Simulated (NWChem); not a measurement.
System: pyrrole (C₄H₅N); SMILES c1cc[nH]c1

NWChem printed, in part:

```
             Northwest Computational Chemistry Package (NWChem) 7.3.0
             --------------------------------------------------------

                             Geometry "geometry" -> ""
                             -------------------------

 Output coordinates in angstroms (scale by  1.889725989 to convert to a.u.)

  No.       Tag          Charge          X              Y              Z
 ---- ---------------- ---------- -------------- -------------- --------------
    1 C                    6.0000     0.70794700    -0.98602000     0.00000000
    2 C                    6.0000    -0.71360200    -0.98195300     0.00000000
    3 C                    6.0000    -1.11826800     0.33632200     0.00000000
    4 N                    7.0000     0.00317600     1.11606300     0.00000000
    5 C                    6.0000     1.12014000     0.32992300     0.00000000
    6 H                    1.0000     1.35993300    -1.85749600     0.00000000
    7 H                    1.0000    -1.37056200    -1.84968600     0.00000000
    8 H                    1.0000    -2.11336700     0.77572900     0.00000000
    9 H                    1.0000     0.00606700     2.12581000     0.00000000
   10 H                    1.0000     2.11773600     0.76363400     0.00000000

 Effective nuclear repulsion energy (a.u.)     161.0198502450

                                 NWChem DFT Module
                                 -----------------

 Summary of "ao basis" -> "ao basis" (spherical)
 ------------------------------------------------------------------------------
       Tag                 Description            Shells   Functions and Types
 ---------------- ------------------------------  ------  ---------------------
 C                           6-31g*                  6       14   3s2p1d
 N                           6-31g*                  6       14   3s2p1d
 H                           6-31g*                  2        2   2s

 in cosmo_initialize ...
 calling solv_data for solv:dioxane

 solvent parameters
 solvname_short: dioxane
 solvname_long:  1,4-dioxane
 dielec:        2.2099
 dielecinf:     2.0232
 nonaqueous SMD model solvent descriptors
 dielec:        2.2099
 sola:          0.0000
 solb:          0.6400
 solc:          0.0000
 solg:         47.1400
 solh:          0.0000
 soln:          1.4224

          ---------------
          -cosmo- solvent
          ---------------
 Cosmo: York-Karplus, doi: 10.1021/jp992097l
 dielectric constant -eps-     =   2.21
 screen = (eps-1)/(eps    )    =   0.54749
 surface charge correction     = lagrangian

   van der Waals surface
 --------------------------

 ---------- ATOMIC COORDINATES (A.U.) ------------ VDWR(ANG.) --
     1    1.33782584   -1.86330762    0.00000000     1.850
     2   -1.34851224   -1.85562210    0.00000000     1.850
     3   -2.11322010    0.63555642    0.00000000     1.850
     4    0.00600177    2.10905326    0.00000000     1.890
     5    2.11675767    0.62346407    0.00000000     1.850
     6    2.56990073   -3.51015846    0.00000000     1.200
     7   -2.58998663   -3.49539970    0.00000000     1.200
     8   -3.99368454    1.46591525    0.00000000     1.200
     9    0.01146497    4.01719840    0.00000000     1.200
    10    4.00194076    1.44305902    0.00000000     1.200
 number of segments per atom =        128
 number of   points per atom =        128
 atom (   nspa,  nppa )
 ----------------------
    1 (     50,     0 )       0
    2 (     50,     0 )       0
    3 (     50,     0 )       0
    4 (     56,     0 )       0
    5 (     50,     0 )       0
    6 (     54,     0 )       0
    7 (     54,     0 )       0
    8 (     52,     0 )       0
    9 (     38,     0 )       0
   10 (     52,     0 )       0
 number of -cosmo- surface points =      506
 molecular surface =     99.188 angstrom**2
 molecular volume  =     78.401 angstrom**3
 -lineq- algorithm             =   0
 -bem- low  level              =   3
 -bem- from -octahedral-
 gaussian surface charge width =   4.50000
 degree of switching           =   1.00000
 switching function tolerance  =   0.00010
 atomic radii =
 --------------
    1  6.000  1.850
    2  6.000  1.850
    3  6.000  1.850
    4  7.000  1.890
    5  6.000  1.850
    6  1.000  1.200
    7  1.000  1.200
    8  1.000  1.200
    9  1.000  1.200
   10  1.000  1.200
 ...... end of -cosmo- initialization ......

 nat:                    10
 ixmem:                  5529
 calling mnsol_interface()
 G(SMD-CDS) energy (kcal/mol)  =    -0.413
 SMD-CDS SASA (angstrom**2)    =   125.485

            General Information
            -------------------
          SCF calculation type: DFT
          Wavefunction type:  closed shell.
          No. of atoms     :    10
          No. of electrons :    36
           Alpha electrons :    18
            Beta electrons :    18
          Charge           :     0
          Spin multiplicity:     1
          Use of symmetry is: off; symmetry adaption is: off
          Maximum number of iterations: 150
          AO basis - number of functions:    80
                     number of shells:    40
          Convergence on energy requested:  1.00D-06
          Convergence on density requested:  1.00D-05
          Convergence on gradient requested:  5.00D-04

              XC Information
              --------------
                       M06-2X Method XC Functional
                     Hartree-Fock (Exact) Exchange  0.540
                        M06-2X Exchange Functional  1.000
                      M06-2X Correlation Potential  1.000

             Grid Information
             ----------------
          Grid used for XC integration:  medium
          Radial quadrature: Mura-Knowles
          Angular quadrature: Lebedev.
          Tag              B.-S. Rad. Rad. Pts. Rad. Cut. Ang. Pts.
          ---              ---------- --------- --------- ---------
          C                   0.70       49           9.0       434
          N                   0.65       49           9.0       434
          H                   0.35       45          11.0       434
          Grid pruning is: on
          Number of quadrature shells:   470
          Spatial weights used:  Erf1

      Superposition of Atomic Density Guess
      -------------------------------------

 Sum of atomic energies:        -207.42591753

      Non-variational initial energy
      ------------------------------

 Total energy =    -210.986595
 1-e energy   =    -597.271003
 2-e energy   =     225.264557
 HOMO         =      -0.222169
 LUMO         =       0.071777

   convergence    iter        energy       DeltaE   RMS-Dens  Diis-err
 ---------------- ----- ----------------- --------- --------- ---------
     COSMO gas phase
 d= 0,ls=0.0,diis     1   -210.0214985629 -3.71D+02  8.64D-03  3.18D-01
 d= 0,ls=0.0,diis     2   -210.0553621454 -3.39D-02  4.70D-03  1.07D-01
 d= 0,ls=0.0,diis     3   -210.0633055548 -7.94D-03  1.75D-03  4.70D-02
 d= 0,ls=0.0,diis     4   -210.0691936241 -5.89D-03  1.99D-04  5.41D-04
 d= 0,ls=0.0,diis     5   -210.0692430021 -4.94D-05  7.93D-05  8.83D-05
  Resetting Diis
 d= 0,ls=0.0,diis     6   -210.0692525465 -9.54D-06  1.84D-05  2.98D-06
 d= 0,ls=0.0,diis     7   -210.0692529364 -3.90D-07  7.64D-06  3.28D-07

   convergence    iter        energy       DeltaE   RMS-Dens  Diis-err
 ---------------- ----- ----------------- --------- --------- ---------
     COSMO solvation phase
 d= 0,ls=0.0,diis     1   -210.0758031390 -6.55D-03  1.48D-03  1.83D-03
 d= 0,ls=0.0,diis     2   -210.0762057707 -4.03D-04  3.03D-04  7.61D-04
 d= 0,ls=0.0,diis     3   -210.0762911354 -8.54D-05  1.11D-04  1.05D-04
 d= 0,ls=0.0,diis     4   -210.0763041014 -1.30D-05  3.71D-05  1.75D-05
 d= 0,ls=0.0,diis     5   -210.0763061303 -2.03D-06  8.16D-06  4.93D-07
 d= 0,ls=0.0,diis     6   -210.0763062035 -7.31D-08  1.64D-06  4.28D-08

         Total DFT energy =     -210.076306203453
      One electron energy =     -601.596687732725
           Coulomb energy =      260.682198055301
    Exchange-Corr. energy =      -30.411673387920
 Nuclear repulsion energy =      161.019850245020

             COSMO energy =        0.230006616871

 Numeric. integr. density =       35.999984232474

                                COSMO-SMD solvation results
                                ---------------------------

             internal energy in gas <Psi(g)|H|Psi(g)> =      -210.069252936406
         internal energy in solvent <Psi(s)|H|Psi(s)> =      -210.068698912452
                               delta internal energy  =         0.000554023954 (    0.35 kcal/mol)
   total free energy in solvent <Psi(s)|H+V/2|Psi(s)> =      -210.075648226091
 polarization energy contribution <Psi(s)|V/2|Psi(s)> =        -0.006949313639 (   -4.36 kcal/mol)
    total free energy in solvent including G(SMD-CDS) =      -210.076306203453
                       G(SMD-CDS) energy contribution =        -0.000657977362 (   -0.41 kcal/mol)
     1 M fixed-concentration free energy of solvation =        -0.007053267047 (   -4.43 kcal/mol)

                       DFT Final Molecular Orbital Analysis
                       ------------------------------------

 Vector   16  Occ=2.000000D+00  E=-4.263513D-01
              MO Center= -1.7D-03, -6.0D-01,  3.0D-11, r^2= 2.6D+00
   Bfn.  Coefficient  Atom+Function         Bfn.  Coefficient  Atom+Function
  ----- ------------  ---------------      ----- ------------  ---------------
     3      0.373441   1 C  px               17     -0.373051   2 C  px
    32     -0.187451   3 C  py               60     -0.186931   5 C  py
    48      0.151128   4 N  s                 7      0.141338   1 C  px
    21     -0.141077   2 C  px               76     -0.120629   8 H  s
    80     -0.120636  10 H  s                75     -0.119271   8 H  s

 Vector   17  Occ=2.000000D+00  E=-2.942452D-01
              MO Center= -9.0D-04, -3.1D-01, -8.0D-11, r^2= 2.3D+00
   Bfn.  Coefficient  Atom+Function         Bfn.  Coefficient  Atom+Function
  ----- ------------  ---------------      ----- ------------  ---------------
    47      0.372817   4 N  pz               51      0.330136   4 N  pz
     5     -0.326672   1 C  pz               19     -0.326678   2 C  pz
     9     -0.251591   1 C  pz               23     -0.251595   2 C  pz
    33     -0.025808   3 C  pz               61     -0.025799   5 C  pz

 Vector   18  Occ=2.000000D+00  E=-2.589592D-01
              MO Center= -3.9D-05, -1.0D-02, -7.1D-10, r^2= 2.5D+00
   Bfn.  Coefficient  Atom+Function         Bfn.  Coefficient  Atom+Function
  ----- ------------  ---------------      ----- ------------  ---------------
    33      0.361995   3 C  pz               61     -0.361993   5 C  pz
    37      0.299309   3 C  pz               65     -0.299308   5 C  pz
     5     -0.213207   1 C  pz               19      0.213197   2 C  pz
     9     -0.171224   1 C  pz               23      0.171216   2 C  pz
    55      0.025521   4 N  d  1

 Vector   19  Occ=0.000000D+00  E= 9.095710D-02
              MO Center=  6.7D-04,  2.4D-01, -2.0D-10, r^2= 2.8D+00
   Bfn.  Coefficient  Atom+Function         Bfn.  Coefficient  Atom+Function
  ----- ------------  ---------------      ----- ------------  ---------------
    37      0.559745   3 C  pz               65      0.559742   5 C  pz
    51     -0.531129   4 N  pz               47     -0.345609   4 N  pz
    33      0.341397   3 C  pz               61      0.341396   5 C  pz
     9     -0.276775   1 C  pz               23     -0.276787   2 C  pz
     5     -0.164673   1 C  pz               19     -0.164679   2 C  pz

 Vector   20  Occ=0.000000D+00  E= 1.343146D-01
              MO Center= -1.8D-03, -6.1D-01,  6.8D-10, r^2= 2.7D+00
   Bfn.  Coefficient  Atom+Function         Bfn.  Coefficient  Atom+Function
  ----- ------------  ---------------      ----- ------------  ---------------
     9      0.699651   1 C  pz               23     -0.699648   2 C  pz
    37      0.429788   3 C  pz               65     -0.429794   5 C  pz
     5      0.368038   1 C  pz               19     -0.368036   2 C  pz
    33      0.225903   3 C  pz               61     -0.225906   5 C  pz
    55      0.028852   4 N  d  1             39      0.026861   3 C  d -1

 Vector   21  Occ=0.000000D+00  E= 1.365965D-01
              MO Center=  4.1D-03,  1.4D+00,  4.8D-11, r^2= 5.1D+00
   Bfn.  Coefficient  Atom+Function         Bfn.  Coefficient  Atom+Function
  ----- ------------  ---------------      ----- ------------  ---------------
    78      1.421846   9 H  s                48     -1.022956   4 N  s
    50     -0.581850   4 N  py               76      0.546133   8 H  s
    80      0.546124  10 H  s                34     -0.474426   3 C  s
    62     -0.474411   5 C  s                72      0.459726   6 H  s
    74      0.459726   7 H  s                 6     -0.241361   1 C  s

     Multipole analysis of the density
     ---------------------------------

     L   x y z        total         alpha         beta         nuclear
     -   - - -        -----         -----         ----         -------
     0   0 0 0     -0.000000    -18.000000    -18.000000     36.000000

     1   1 0 0      0.002664      0.001955      0.001955     -0.001245
     1   0 1 0      0.919282      0.497375      0.497375     -0.075468
     1   0 0 1      0.000000      0.000000      0.000000      0.000000

     2   2 0 0    -19.164360    -69.884982    -69.884982    120.605603
     2   1 1 0      0.006997      0.001111      0.001111      0.004775
     2   1 0 1     -0.000000     -0.000000     -0.000000      0.000000
     2   0 2 0    -16.719909    -69.506109    -69.506109    122.292309
     2   0 1 1      0.000000      0.000000      0.000000      0.000000
     2   0 0 2    -24.815178    -12.407589    -12.407589      0.000000
```

Level: M06-2X/6-31G* (spherical d), SMD on the gas-phase geometry. All runs use the structure optimised with PBE0/def2-SVP. Solvent: 1,4-dioxane.

Task: Which NWChem input produces such a log?

Result: This is not unique; one that fits is the input that was run:
```
start job
memory heap 200 mb stack 900 mb global 1100 mb
geometry units angstroms noautosym nocenter noautoz
  C      0.707947    -0.986020     0.000000
  C     -0.713602    -0.981953     0.000000
  C     -1.118268     0.336322     0.000000
  N      0.003176     1.116063     0.000000
  C      1.120140     0.329923     0.000000
  H      1.359933    -1.857496     0.000000
  H     -1.370562    -1.849686     0.000000
  H     -2.113367     0.775729     0.000000
  H      0.006067     2.125810     0.000000
  H      2.117736     0.763634     0.000000
end
basis spherical
  C library 6-31g*
  N library 6-31g*
  H library 6-31g*
end
dft
  xc m06-2x
  iterations 150
end
cosmo
  do_cosmo_smd true
  solvent dioxane
end
task dft energy
```
